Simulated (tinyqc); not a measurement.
Hueckel theory of the pi electrons with the omega technique, for the molecule C=CC=C[CH2+] (SMILES; centres numbered as the heavy atoms are written), step by step. One step of it, computed by the program tinyqc.

Question. Energy, charges, bond orders. E = sum n x; q_r = z_r - P_rr; bond order p = P_rs; free valence = sqrt(3) - sum of p over the bonds of the atom.

final x values: 1.917200  1.182413  0.280758  -0.827304  -1.553069

occupations: 2.000000  2.000000  0.000000  0.000000  0.000000

final P, lower triangle:
```
,1C,2C,3C,4C,5C
1C,0.723749
2C,0.784156,0.921142
3C,0.352181,0.577912,0.710218
4C,-0.211009,0.019362,0.577912,0.921142
5C,-0.374471,-0.211009,0.352181,0.784156,0.723749
```

Centres:
```
centre,"z_r, pi electrons of the neutral centre",h
1C,1,0.000000
2C,1,0.000000
3C,1,0.000000
4C,1,0.000000
5C,1,0.000000
```

Bonds:
```
i,j,k
1,2,1
2,3,1
3,4,1
4,5,1
```

Give: pi energy = 4 alpha + this times beta; pi charges; Bond orders and lengths from R = 1.517 - 0.180 p; free valence of the carbons; gap between the highest filled and the next level.

Answer.

pi energy = 4 alpha + this times beta = 6.199

pi charges: 1C 0.276, 2C 0.079, 3C 0.290, 4C 0.079, 5C 0.276

Bond orders and lengths from R = 1.517 - 0.180 p (angstrom, C-C alone):
```
bond,p,R
1-2,0.784,1.376
2-3,0.578,1.413
3-4,0.578,1.413
4-5,0.784,1.376
```

free valence of the carbons: 1C 0.948, 2C 0.370, 3C 0.576, 4C 0.370, 5C 0.948

gap between the highest filled and the next level = 0.902 |beta|
